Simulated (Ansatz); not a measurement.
# Al2HCl (singlet): wave-function methods side by side, cc-pVTZ

One table from this session's results is given with a row withheld; the runs are named, their logs left out.

Program: Ansatz 0.2.0, Gaussian basis. Level of theory: cc-pVTZ, core rule «outside noble gas», up to 15 orbitals frozen. These are calculated values, not measurements.

The runs, in order: UHF; CCSD(T) on RHF; CCSD(T) on UHF; BCCD(T) on RHF; CCSDT(Q) on RHF.

## The system

The geometry is a PBE0/def2-TZVP stationary point (not a proven minimum).

4 atoms, charge 0, spin multiplicity 1.

Atoms are counted from 1 here; the program's logs count them from 0.

Bond lengths: Al1–Al2 2.660 Å, Al1–H4 1.822 Å, Al2–Cl3 2.128 Å, Al2–H4 1.926 Å. Angles: Al2–Al1–H4 46.4°, Al1–Al2–Cl3 147.9°, Al1–Al2–H4 43.2°, Cl3–Al2–H4 104.7°, Al1–H4–Al2 90.4°.

Set-up of the first run:

in.yaml

```yaml
crystal:
  periodic: [false, false, false]
  atoms:
    - {symbol: Al, position_ang: [0.000000, 0.166286, 2.592835]}
    - {symbol: Al, position_ang: [0.000000, -0.468616, 0.009808]}
    - {symbol: Cl, position_ang: [0.000000, 0.197465, -2.010827]}
    - {symbol: H, position_ang: [0.000000, 1.147488, 1.058134]}
basis:
  gaussian: {orbitals: cc-pVTZ}
magnetization: {spin_polarized: true, initial_magnetization: 0}
hamiltonian: {xc: hf}
output: {orbitals: {seedname: orbitals}}
```

On the command line:

```sh
$ ansatz run in.yaml --threads 1 --pin off --events-out ev --progress --plain --max-ram 4096MiB --backend cpu
```

Among the steps run: UHF; CCSD(T) on RHF; CCSD(T) on UHF; BCCD(T) on RHF; CCSDT(Q) on RHF.

One of the session's tables, all rows but one given; the rest of the session is left out.

It belongs to the step «Misses and costs». 

```
   method  from RCCSDT(Q) (kJ/mol)
      RHF                   +995.1
      UHF                   +992.5
     RMP2                   +156.8
     UMP2                   +175.6
    RCCSD                    +48.3
    UCCSD                    +49.1
 RCCSD(T)                     +6.5
 UCCSD(T)                     +6.8
  BCCD(T)                     +6.3
   RCCSDT                        ?
RCCSDT(Q)                        0
```

Estimate the missing values for RCCSDT.

As computed: from RCCSDT(Q) (kJ/mol): +2.5. In the column «from RCCSDT(Q) (kJ/mol)» it lies between RCCSDT(Q) (0) and BCCD(T) (+6.3).

With the free atoms at the same levels and basis (separate runs), the atomisation energy is 8.644 eV at RCCSDT(Q), 8.624 eV at RCCSD(T), 8.620 eV at UCCSD(T), 6.287 eV at RHF.

Limits of these values: Warnings: restricted reference is unstable; spin contamination. Restricted and unrestricted rows rest on different reference determinants; a gap between their highest levels can come from leftover correlation error, from unlike frozen cores or from another state.
